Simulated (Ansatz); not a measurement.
C$_{2}$H$_{4}$S, singlet: the ladder up to RCCSDT(Q)

Geometry: MP2(full)/6-31G*, from the G2/97 set.

```xyz
7

C     0.0000   -0.7397   -0.8641
S     0.0000    0.0000    0.7917
C     0.0000    0.7397   -0.8641
H    -0.9139   -1.2501   -1.1486
H     0.9139   -1.2501   -1.1486
H     0.9139    1.2501   -1.1486
H    -0.9139    1.2501   -1.1486
```

Basis 6-31G* (Cartesian d functions); Ansatz 0.2.0. Only valence electrons are correlated (noble-gas cores frozen), which leaves 18 electrons in 50 orbitals. R marks a restricted (for open shells ROHF) determinant. Active spaces: frontier = (8e, 8o) about the gap.

Full CI isn't at hand for all of this; RCCSDT(Q) serves as the reference, and is uncertain by about the last step of the cluster series.

- UHF ⟨S²⟩: 0.000
- T1 diagnostic (RCCSD): 0.0091
- largest doubles amplitude (RCCSD): 0.066

**Question.** From what is known of these methods and the diagnostics, rank them by the size of their error in total energy against RCCSDT(Q) in 6-31G*, smallest first (an estimate: the text doesn't fix the numbers).
A. RMP2
B. MRCISD (frontier space)
C. CISD
D. RHF
E. RCCSD(T)

**Answer.** E (42 meV), B (1083 meV), A (1322 meV), C (1699 meV), D (11737 meV).

All errors are against RCCSDT(Q) in 6-31G*. Within each family the higher level lies nearer, as is usual though not guaranteed.

Atomization energy (electronic, same basis, no zero-point term; atoms at the same level, unrestricted beside the R rows where the molecule is a closed shell, with restricted open-shell steps beyond CCSDT(Q)) at RCCSDT(Q): 2379.1 kJ/mol. Errors of other levels:

| level | error (kJ/mol) |
| --- | --- |
| RHF | -499.6 |
| RMP2 | 28.3 |
| CISD | -145.6 |
| RCCSD | -30.8 |
| RCCSD(T) | -1.6 |
| BCCD(T) | -1.0 |
| RCCSDT | -2.1 |

This basis is far from its limit, so the value isn't to be set against a measured one. Truncated CI isn't size-consistent, which counts against it in atomization.
